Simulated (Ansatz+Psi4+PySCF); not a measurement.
doublet N2H: levels of theory in one basis

```xyz
3

N    -0.0839    0.6411   -0.0100
N    -0.0764   -0.5389    0.0173
H     0.8668   -1.0097    0.0161
```

Basis set: cc-pVTZ (spherical functions). Frozen core: 2 orbitals. Correlation on ROHF uses semicanonical orbitals with singles. Charge 0, multiplicity 2.

Computed with Ansatz (development build ahead of 0.2.0) and Psi4 1.11; each method stands on the lowest determinant of its kind that the runs found.

```tsv
method	E − E(ROHF) (eV)	<S²> of the determinant
ROHF	0.00	0.75
UHF	-0.26	0.88
ROHF-MP2	-10.31	–
```

Question: What does UHF-MP2 give on the same scale?

Answer: -9.96 eV.

Caution for UHF, UHF-MP2: the unrestricted determinant is spin contaminated.
